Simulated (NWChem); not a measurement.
System: N2H cation; SMILES [NH+]#N

Output (shortened):

```
             Northwest Computational Chemistry Package (NWChem) 7.3.0
             --------------------------------------------------------

                             Geometry "geometry" -> ""
                             -------------------------

 Output coordinates in angstroms (scale by  1.889725989 to convert to a.u.)

  No.       Tag          Charge          X              Y              Z
 ---- ---------------- ---------- -------------- -------------- --------------
    1 N                    7.0000     0.00000000     0.00000000     0.65780300
    2 N                    7.0000     0.00000000     0.00000000    -0.43502300
    3 H                    1.0000     0.00000000     0.00000000    -1.47940000

 Effective nuclear repulsion energy (a.u.)      29.0072469459

                                 NWChem DFT Module
                                 -----------------

 Summary of "ao basis" -> "ao basis" (spherical)
 ------------------------------------------------------------------------------
       Tag                 Description            Shells   Functions and Types
 ---------------- ------------------------------  ------  ---------------------
 N                          6-31+g*                  8       18   4s3p1d
 H                          6-31+g*                  2        2   2s

            General Information
            -------------------
          SCF calculation type: DFT
          Wavefunction type:  closed shell.
          No. of atoms     :     3
          No. of electrons :    14
           Alpha electrons :     7
            Beta electrons :     7
          Charge           :     1
          Spin multiplicity:     1
          Use of symmetry is: off; symmetry adaption is: off
          Maximum number of iterations: 150
          AO basis - number of functions:    38
                     number of shells:    18
          Convergence on energy requested:  1.00D-06
          Convergence on density requested:  1.00D-05
          Convergence on gradient requested:  5.00D-04

              XC Information
              --------------
                         B3LYP Method XC Potential
                     Hartree-Fock (Exact) Exchange  0.200
                        Slater Exchange Functional  0.800 local
                    Becke 1988 Exchange Functional  0.720 non-local
              Lee-Yang-Parr Correlation Functional  0.810
                  VWN I RPA Correlation Functional  0.190 local

             Grid Information
             ----------------
          Grid used for XC integration:  medium
          Radial quadrature: Mura-Knowles
          Angular quadrature: Lebedev.
          Tag              B.-S. Rad. Rad. Pts. Rad. Cut. Ang. Pts.
          ---              ---------- --------- --------- ---------
          N                   0.65       49           8.0       434
          H                   0.35       45           8.0       434
          Grid pruning is: on
          Number of quadrature shells:   143
          Spatial weights used:  Erf1

      Superposition of Atomic Density Guess
      -------------------------------------

 Sum of atomic energies:        -109.08951669

 Renormalizing density from      15.00 to     14

      Non-variational initial energy
      ------------------------------

 Total energy =    -104.710230
 1-e energy   =    -191.025690
 2-e energy   =      57.308213
 HOMO         =      -1.044998
 LUMO         =      -0.525366

   convergence    iter        energy       DeltaE   RMS-Dens  Diis-err
 ---------------- ----- ----------------- --------- --------- ---------
 d= 0,ls=0.0,diis     1   -109.6781424573 -1.39D+02  2.53D-02  4.00D-01
 d= 0,ls=0.0,diis     2   -109.6790828076 -9.40D-04  1.41D-02  3.25D-01
 d= 0,ls=0.0,diis     3   -109.6931376121 -1.41D-02  5.32D-03  2.44D-01
 d= 0,ls=0.0,diis     4   -109.7162944112 -2.32D-02  8.66D-04  2.91D-03
 d= 0,ls=0.0,diis     5   -109.7165989600 -3.05D-04  7.63D-05  1.33D-05
  Resetting Diis
 d= 0,ls=0.0,diis     6   -109.7166005144 -1.55D-06  1.06D-05  2.15D-07
 d= 0,ls=0.0,diis     7   -109.7166005343 -1.99D-08  4.73D-06  1.05D-08

         Total DFT energy =     -109.716600534259
      One electron energy =     -199.948909631742
           Coulomb energy =       74.961703968034
    Exchange-Corr. energy =      -13.736641816431
 Nuclear repulsion energy =       29.007246945880

 Numeric. integr. density =       13.999999090731

                       DFT Final Molecular Orbital Analysis
                       ------------------------------------

 Vector    5  Occ=2.000000D+00  E=-8.327216D-01
              MO Center= -7.8D-11,  9.1D-11,  2.2D-02, r^2= 8.3D-01
   Bfn.  Coefficient  Atom+Function         Bfn.  Coefficient  Atom+Function
  ----- ------------  ---------------      ----- ------------  ---------------
    22      0.388050  2 N  py                 4      0.333702  1 N  py
    21     -0.333580  2 N  px                 3     -0.286861  1 N  px
    26      0.190442  2 N  py                25     -0.163710  2 N  px
     8      0.128713  1 N  py                 7     -0.110646  1 N  px
    15     -0.035001  1 N  d -1              17     -0.030088  1 N  d  1

 Vector    6  Occ=2.000000D+00  E=-8.327216D-01
              MO Center= -2.1D-12, -3.1D-12,  2.2D-02, r^2= 8.3D-01
   Bfn.  Coefficient  Atom+Function         Bfn.  Coefficient  Atom+Function
  ----- ------------  ---------------      ----- ------------  ---------------
    21      0.388050  2 N  px                 3      0.333702  1 N  px
    22      0.333580  2 N  py                 4      0.286861  1 N  py
    25      0.190442  2 N  px                26      0.163710  2 N  py
     7      0.128713  1 N  px                 8      0.110646  1 N  py
    17      0.035001  1 N  d  1              15     -0.030088  1 N  d -1

 Vector    7  Occ=2.000000D+00  E=-8.097923D-01
              MO Center=  7.8D-11, -8.6D-11,  8.4D-01, r^2= 7.1D-01
   Bfn.  Coefficient  Atom+Function         Bfn.  Coefficient  Atom+Function
  ----- ------------  ---------------      ----- ------------  ---------------
     6      0.576331  1 N  s                  5      0.494025  1 N  pz
     2      0.330412  1 N  s                 23     -0.237352  2 N  pz
    24     -0.173526  2 N  s                  1     -0.142097  1 N  s
    20     -0.121269  2 N  s                 28      0.117353  2 N  s
     9      0.116148  1 N  pz                27     -0.115507  2 N  pz

[...]

                                NWChem TDDFT Module
                                -------------------

            General Information
            -------------------
           No. of orbitals :      76
            Alpha orbitals :      38
             Beta orbitals :      38
        Alpha frozen cores :       0
         Beta frozen cores :       0
     Alpha frozen virtuals :       0
      Beta frozen virtuals :       0
         Spin multiplicity :       1
    Number of AO functions :      38
        Use of symmetry is : off
      Symmetry adaption is : off
         Schwarz screening :  0.10D-07

              XC Information
              --------------
                  B3LYP Method XC Potential
              Hartree-Fock (Exact) Exchange   0.20
                 Slater Exchange Functional   0.80 local
             Becke 1988 Exchange Functional   0.72 non-local
       Lee-Yang-Parr Correlation Functional   0.81
           VWN I RPA Correlation Functional   0.19 local

             TDDFT Information
             -----------------
          Calculation type : Tamm-Dancoff TDDFT
         Wavefunction type : Restricted singlets & triplets
          No. of electrons :      14
           Alpha electrons :       7
            Beta electrons :       7
              No. of roots :       8
          Max subspacesize :    5600
            Max iterations :     100
               Target root :       1
           Target symmetry : none
      Symmetry restriction : off
                 Algorithm : Optimal
        Davidson threshold :  0.10D-03

    8 smallest eigenvalue differences (eV)
--------------------------------------------------------
  No. Spin  Occ  Vir  Irrep   E(Occ)    E(Vir)   E(Diff)
--------------------------------------------------------
    1    1    7    8 a        -0.810    -0.387    11.511
    2    1    7    9 a        -0.810    -0.387    11.511
    3    1    6    8 a        -0.833    -0.387    12.135
    4    1    6    9 a        -0.833    -0.387    12.135
    5    1    5    8 a        -0.833    -0.387    12.135
    6    1    5    9 a        -0.833    -0.387    12.135
    7    1    7   10 a        -0.810    -0.267    14.763
    8    1    6   10 a        -0.833    -0.267    15.387
--------------------------------------------------------

  Entering Davidson iterations
  Restricted singlet excited states

  Iter   NTrls   NConv    DeltaV     DeltaE      Time
  ----  ------  ------  ---------  ---------  ---------
    1      8       0     0.46E+00   0.10+100        0.7
    2     16       0     0.31E+00   0.89E-01        0.7
    3     24       3     0.13E+00   0.10E+00        0.7
    4     29       4     0.50E-01   0.36E-01        0.5
    5     33       7     0.19E+00   0.85E-01        0.5
    6     34       7     0.11E-01   0.31E-01        0.3
    7     35       7     0.11E-02   0.22E-03        0.3
    8     36       7     0.18E-03   0.20E-05        0.3
    9     37       8     0.27E-04   0.29E-07        0.3
  ----  ------  ------  ---------  ---------  ---------
  Convergence criterion met

  Ground state a        -109.716600534259 a.u.

  ----------------------------------------------------------------------------
  Root   1 singlet a              0.347449640 a.u.                9.4546 eV
  ----------------------------------------------------------------------------
     Transition Moments    X -0.00000   Y -0.00000   Z  0.00000
     Dipole Oscillator Strength                    0.0000000000
     Electric Quadrupole                           0.0000000000
     Magnetic Dipole                               0.0000000000
     Total Oscillator Strength                     0.0000000000

     Occ.    5  a   ---  Virt.    9  a       -0.70580
     Occ.    6  a   ---  Virt.    8  a        0.70580
  ----------------------------------------------------------------------------
  Root   2 singlet a              0.362358545 a.u.                9.8603 eV
  ----------------------------------------------------------------------------
     Transition Moments    X  0.00000   Y -0.00000   Z -0.00000
     Dipole Oscillator Strength                    0.0000000000
     Electric Quadrupole                           0.0000000003
     Magnetic Dipole                               0.0000000000
     Total Oscillator Strength                     0.0000000003

     Occ.    5  a   ---  Virt.    8  a       -0.69334
     Occ.    5  a   ---  Virt.    9  a        0.13684
     Occ.    6  a   ---  Virt.    8  a        0.13684
     Occ.    6  a   ---  Virt.    9  a        0.69334
  ----------------------------------------------------------------------------
  Root   3 singlet a              0.362358550 a.u.                9.8603 eV
  ----------------------------------------------------------------------------
     Transition Moments    X  0.00000   Y  0.00000   Z -0.00000
     Dipole Oscillator Strength                    0.0000000000
     Electric Quadrupole                           0.0000000003
     Magnetic Dipole                               0.0000000000
     Total Oscillator Strength                     0.0000000003

     Occ.    5  a   ---  Virt.    8  a        0.13684
     Occ.    5  a   ---  Virt.    9  a        0.69334
     Occ.    6  a   ---  Virt.    8  a        0.69334
     Occ.    6  a   ---  Virt.    9  a       -0.13684
  ----------------------------------------------------------------------------
  Root   4 singlet a              0.384775851 a.u.               10.4703 eV
  ----------------------------------------------------------------------------
     Transition Moments    X  0.30961   Y -0.35790   Z  0.00000
     Dipole Oscillator Strength                    0.0574468358
     Electric Quadrupole                           0.0000004497
     Magnetic Dipole                               0.0000064096
     Total Oscillator Strength                     0.0574536951

     Occ.    3  a   ---  Virt.    8  a       -0.05761
     Occ.    4  a   ---  Virt.    8  a        0.10321
     Occ.    7  a   ---  Virt.    8  a        0.98936
  ----------------------------------------------------------------------------
  Root   5 singlet a              0.384775851 a.u.               10.4703 eV
  ----------------------------------------------------------------------------
     Transition Moments    X  0.35790   Y  0.30961   Z  0.00000
     Dipole Oscillator Strength                    0.0574473598
     Electric Quadrupole                           0.0000004497
     Magnetic Dipole                               0.0000064095
     Total Oscillator Strength                     0.0574542190

     Occ.    3  a   ---  Virt.    9  a        0.05761
     Occ.    4  a   ---  Virt.    9  a       -0.10320
     Occ.    7  a   ---  Virt.    9  a       -0.98936
  ----------------------------------------------------------------------------
  Root   6 singlet a              0.496921537 a.u.               13.5219 eV
  ----------------------------------------------------------------------------
     Transition Moments    X -0.00000   Y  0.00000   Z -0.23835
     Dipole Oscillator Strength                    0.0188210093
     Electric Quadrupole                           0.0000001129
     Magnetic Dipole                               0.0000000000
     Total Oscillator Strength                     0.0188211222

     Occ.    5  a   ---  Virt.    8  a       -0.14588
     Occ.    6  a   ---  Virt.    9  a       -0.14588
     Occ.    7  a   ---  Virt.   10  a       -0.97267
  ----------------------------------------------------------------------------
  Root   7 singlet a              0.511543836 a.u.               13.9198 eV
  ----------------------------------------------------------------------------
     Transition Moments    X  0.05485   Y  0.04718   Z -0.00000
     Dipole Oscillator Strength                    0.0017853226
     Electric Quadrupole                           0.0000000114
     Magnetic Dipole                               0.0000000461
     Total Oscillator Strength                     0.0017853800

     Occ.    4  a   ---  Virt.    9  a       -0.11991
     Occ.    6  a   ---  Virt.   10  a        0.99106
  ----------------------------------------------------------------------------
  Root   8 singlet a              0.511543836 a.u.               13.9198 eV
  ----------------------------------------------------------------------------
     Transition Moments    X -0.04718   Y  0.05485   Z  0.00000
     Dipole Oscillator Strength                    0.0017853338
     Electric Quadrupole                           0.0000000114
     Magnetic Dipole                               0.0000000460
     Total Oscillator Strength                     0.0017853912

     Occ.    4  a   ---  Virt.    8  a       -0.11991
     Occ.    5  a   ---  Virt.   10  a        0.99106

              Target root =      1
          Target symmetry = none
      Ground state energy =   -109.716600534259
        Excitation energy =      0.347449640103
     Excited state energy =   -109.369150894156

  stored tddft:energy   -109.36915089415564

[...]
```

Level: B3LYP/6-31+G* (spherical d), TDA. Geometry: optimised at PBE0/def2-SVP.

Question: Which NWChem input produces such a log?

Answer: One answer among several that fit: the input that was run:
```
start job
memory heap 200 mb stack 900 mb global 1100 mb
charge 1
geometry units angstroms noautosym nocenter noautoz
  N      0.000000     0.000000     0.657803
  N      0.000000     0.000000    -0.435023
  H      0.000000     0.000000    -1.479400
end
basis spherical
  N library 6-31+g*
  H library 6-31+g*
end
dft
  xc b3lyp
  iterations 150
end
tddft
  cis
  nroots 8
end
task tddft energy
```
